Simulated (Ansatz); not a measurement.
**AlCl (triplet): wave-function methods side by side, aug-cc-pVDZ**

Aim: climb from Hartree-Fock through coupled cluster for AlCl (triplet) at one geometry and basis, and see what each rung misses.

Method: aug-cc-pVDZ, core rule «outside noble gas», up to 10 orbitals frozen; program: Ansatz 0.2.0, Gaussian basis.

The runs, in order: UHF; CCSD(T) on ROHF; CCSD(T) on UHF; BCCD(T) on ROHF; CISD; CCSDT(Q) on ROHF; CCSDT(Q) on UHF.

24 further runs of the same task are left out: 11 for a known fault of the program, 6 that didn't finish, 7 set aside as unsound or not needed.

### 1 The system

The geometry is a PBE0/def2-TZVPD stationary point (not a proven minimum) of the parent state, kept for this charge and spin.

2 atoms, charge 0, spin multiplicity 3.

Atoms are counted from 1 here; the program's logs count them from 0.

Bond lengths: Al1–Cl2 2.304 Å.

Geometry (Å):

```xyz
2
charge 0, multiplicity 3
Al    0.00000    0.00000    0.00000
Cl    0.00000    0.00000    2.30390
```

### 2 UHF

Input file in.yaml:

```yaml
crystal:
  periodic: [false, false, false]
  atoms:
    - {symbol: Al, position_ang: [0.000000, 0.000000, 0.000000]}
    - {symbol: Cl, position_ang: [0.000000, 0.000000, 2.303900]}
basis:
  gaussian: {orbitals: aug-cc-pVDZ}
magnetization: {spin_polarized: true, initial_magnetization: 2}
hamiltonian: {xc: hf}
output: {orbitals: {seedname: orbitals}}
```

Command:

```
$ ansatz run in.yaml --threads 1 --pin off --events-out ev --progress --plain --max-ram 2393MiB
```

After this run come: CCSD(T) on ROHF; CCSD(T) on UHF; BCCD(T) on ROHF; CISD; CCSDT(Q) on ROHF; CCSDT(Q) on UHF.

Q: Predict the results of all the runs planned. Wanted: UCCSDT(Q) below the RHF energy; RMP2 from UCCSDT(Q); UMP2 from UCCSDT(Q); RCCSD from UCCSDT(Q); RCCSD(T) from UCCSDT(Q); UCCSD(T) from UCCSDT(Q); RCCSDT(Q) from UCCSDT(Q); T1 diagnostic.

As calculated:

```
                         quantity                                                   value
   UCCSDT(Q) below the RHF energy                                              -5.3128 eV
              RMP2 from UCCSDT(Q)                                            +63.5 kJ/mol
              UMP2 from UCCSDT(Q)                                            +62.7 kJ/mol
             RCCSD from UCCSDT(Q)                                            +18.7 kJ/mol
          RCCSD(T) from UCCSDT(Q)                                             +3.3 kJ/mol
          UCCSD(T) from UCCSDT(Q)                                             +3.2 kJ/mol
         RCCSDT(Q) from UCCSDT(Q)                                             +0.2 kJ/mol
levels within 1 kcal/mol (43 meV)  RCCSD(T), UCCSD(T), BCCD(T), RCCSDT, UCCSDT, RCCSDT(Q)
                    T1 diagnostic                                                   0.023
```

What this shows: RCCSD(T) lands +3.3 kJ/mol from the yardstick (0.6 % of the correlation energy). These misses are within one basis, not against nature; the frozen cores of restricted and unrestricted runs differ, which can shift their rows.
